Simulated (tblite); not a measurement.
Species: C₅H₁₁N.
Bonds: C1–C2 (double), C2–C3, C3–N4, N4–C5, C5–C6. Hydrogens: H7, H8 on C1; H9 on C2; H10, H11 on C3; H12 on N4; H13, H14 on C5; H15, H16, H17 on C6.

Computed with GFN2-xTB (tblite), gas phase: nudged elastic band of 9 images (0 to 8), spring 0.2 eV/Å², climbing image at the end, force threshold 0.05 eV/Å. No saddle search or frequency run followed, so the top image need not be a first-order saddle, and its height can exceed the method's true barrier by a kcal/mol or more.

Path: rotation about C3–N4 (sp3 carbon bound to nitrogen, secondary amine nitrogen), followed by the dihedral C2–C3–N4–C5, from -70° to 70°. Start geometry (image 0):
```
atom  x, y, z in Å
C1      2.915    0.048    0.669
C2      1.655   -0.326    0.790
C3      0.840   -0.917   -0.327
N4     -0.275   -0.095   -0.769
C5     -1.382    0.022    0.162
C6     -2.530    0.777   -0.497
H7      3.456   -0.083   -0.254
H8      3.465    0.486    1.485
H9      1.132   -0.185    1.727
H10     1.482   -1.087   -1.196
H11     0.428   -1.881   -0.010
H12     0.062    0.829   -1.022
H13    -1.707   -0.993    0.411
H14    -1.110    0.529    1.103
H15    -2.801    0.294   -1.432
H16    -3.397    0.791    0.159
H17    -2.239    1.804   -0.710
```

The first guess turns that dihedral rigidly in even steps and adds one set of random displacements (0.04 Å standard deviation a coordinate) to every inner image. Energies of the images above image 0 (eV) in the early part of the optimisation:

```csv
iteration,1,2,3,4,5,6,7,8
0,1.233,1.244,1.299,1.355,1.358,1.340,1.340,0.002
10,0.049,0.110,0.192,0.240,0.206,0.129,0.072,0.002
20,0.030,0.092,0.174,0.221,0.186,0.106,0.045,0.002
30,0.026,0.088,0.170,0.217,0.181,0.101,0.040,0.002
40,0.024,0.084,0.167,0.213,0.177,0.096,0.035,0.002
```

Problem. Where does the band end, and how far was the first guess from it?

Solution. Final energies, images 1 to 8: 0.017, 0.071, 0.155, 0.203, 0.159, 0.076, 0.021, 0.002 eV. The highest point drops from 1.36 eV (image 5) to 0.203 eV (image 4), by 1.16 eV. Image 4 moved by 0.08 Å rms, its dihedral from 6° to 3°. The end images are fixed. The true force on the top image ends at 0.032 eV/Å, and the largest on any image at 0.07 eV/Å; away from the top, the method drives only the force across the path to zero. The last saved iteration is 60.

The cost below is that of the whole band run. On one thread, Intel Xeon at 2.50 GHz (x86_64), shared host with 64 logical CPUs at a one-minute load of 54, this took 8.3 s wall and 0.18 GiB of memory at its peak.
